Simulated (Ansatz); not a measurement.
# SnH3, doublet: reading a ladder of total energies

Geometry: a point of a stretch scan, not a stationary point.

```json
{"atom": "Sn", "x (Å)": "0.0058", "y (Å)": "0.0101", "z (Å)": "-0.0181"}
{"atom": "H", "x (Å)": "1.6228", "y (Å)": "0.0237", "z (Å)": "0.5528"}
{"atom": "H", "x (Å)": "-0.8173", "y (Å)": "1.4051", "z (Å)": "0.5452"}
{"atom": "H", "x (Å)": "-1.4883", "y (Å)": "-2.6232", "z (Å)": "1.0332"}
```

Basis def2-SVP with its core potentials; Ansatz 0.2.0. Only valence electrons are correlated (noble-gas cores and the filled d shells of p-block atoms frozen), which leaves 7 electrons in 32 orbitals. Prefix R: restricted or restricted open-shell reference. No spin–orbit coupling is included; scalar relativity enters through the core potentials alone.

Full CI is exact within this basis and frozen core; it isn't the basis-set limit.

Runs differ by some tens of microhartree through their thresholds and, for an open shell, their frozen cores, so steps under 0.03 kcal/mol mean nothing.

```
    level  total energy (hartree)
      RHF             -214.957138
     RMP2             -215.032339
    RCCSD             -215.058563
 RCCSD(T)             -215.060576
   RCCSDT             -215.061627
RCCSDT(Q)             -215.061725
  RCCSDTQ             -215.061761
  full CI             -215.061761
```

Problem. What is the correlation energy at full CI, and what share of it do RMP2 and RCCSDT recover?

Solution. E(corr) = -215.061761 − (-214.957138) = -0.104623 hartree = -2.847 eV. RMP2: -0.075201 / -0.104623 = 71.88 %. RCCSDT: -0.104489 / -0.104623 = 99.87 %.

Problem. By how many kcal/mol does RCCSD(T) miss full CI (1 hartree = 627.509 kcal/mol), and which steps make up the rest?

Solution. -215.060576 − (-215.061761) = 0.001185 hartree = 0.74 kcal/mol. Steps: RCCSDT − RCCSD(T) = -0.66, RCCSDT(Q) − RCCSDT = -0.06, RCCSDTQ − RCCSDT(Q) = -0.02, full CI − RCCSDTQ = 0.00 kcal/mol. That is within 1 kcal/mol of the reference in this basis, which itself misses far more of the correlation at the basis-set limit.
